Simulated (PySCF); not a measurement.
C4H7ClF (doublet state).
Numbering: `[CH2:1][C@@:2]([F:3])([Cl:4])[CH2:5][CH3:6]` (hydrogens: H7, H8 on C1; H9, H10 on C5; H11, H12, H13 on C6)

Cartesian coordinates in Å at the GFN2-xTB level; atoms count from 1:
```xyz
13
C4H7ClF angstrom
C      1.531    0.597   -0.512
C      0.775   -0.535   -0.085
F      0.593   -1.452   -1.068
Cl     1.943   -1.455    1.157
C     -0.515   -0.298    0.678
C     -1.538    0.403   -0.214
H      1.600    1.456    0.125
H      2.182    0.514   -1.361
H     -0.294    0.308    1.557
H     -0.907   -1.261    1.006
H     -2.469    0.540    0.328
H     -1.168    1.376   -0.529
H     -1.737   -0.193   -1.101
```

The hyperfine couplings belong to this conformer and change with its torsions.

Level of theory: UKS B3LYP, pcH-1 on C Cl F H, non-relativistic, mean-field spin-orbit, GIAO in PySCF 2.14.0. Isolated species at its GFN2-xTB geometry (one conformer only). Couplings are sensitive to structure, and on GFN2-xTB geometries they can be far from those on DFT ones. Stability of the SCF solution: not tested.

(1) Match the computed a_iso(13C) values +80.2, -20.4, +12.0, +5.7 MHz with the sites C1; C2; C5; C6.

Answers

(1) 
```csv
site,a_iso (MHz),ρ(0) (bohr⁻³),position,distance from C1 (Å),spin population,largest |T| (MHz)
C1,+80.2,+0.0714,largest spin population,0.00,+0.95,152.2
C2,-20.4,-0.0182,1 bond from C1,1.43,-0.06,6.2
C5,+12.0,+0.0107,2 bonds from C1,2.53,+0.01,3.4
C6,+5.7,+0.0050,3 bonds from C1,3.09,0.00,1.8
```

ρ(0) is the spin density at the nucleus and T the dipolar tensor; a_iso includes a spin–orbit part; entries for several nuclei are means. The largest Mulliken spin populations are on C1 (+0.95), Cl4 (+0.18) and C2 (-0.06). The angles at C1 add up to 358.9°, so it is planar; its axial dipolar tensor and the negative couplings of its protons fit spin in a p orbital normal to that plane.

Means are taken over nuclei equivalent by connectivity, which assumes that they swap fast. H7 and H8 aren't averaged: C1 is flat or nearly so (angle sum 359°), and its turn about the short C1–C2 bond (1.43 Å) is taken as slow.
